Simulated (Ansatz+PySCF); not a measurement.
# doublet CH4(+): levels of theory in one basis

```xyz
5

C     0.0000    0.0000    0.2412
H    -0.5704    0.0000   -0.8560
H     0.5704    0.0000   -0.8560
H     0.0000   -0.9633    0.7355
H     0.0000    0.9633    0.7355
```

Basis set: cc-pVTZ (spherical functions). Correlated methods keep 1 orbital frozen. Correlation on ROHF uses semicanonical orbitals with singles. Charge 1, multiplicity 2.

Computed with Ansatz (development build ahead of 0.2.0); each method stands on the lowest determinant of its kind that the runs found.

```tsv
method	E − E(ROHF) (eV)	<S²> of the determinant
ROHF	0.00	0.75
UHF	-0.10	0.76
ROHF-MP2	-4.48	–
UHF-MP2	-4.46	0.76
```

**Question.** What does ROHF-CCSD(T) give on the same scale?

**Answer.** -5.19 eV.

Caution for ROHF-MP2, UHF-MP2: MP2 on this radical cation hangs on the determinant chosen.
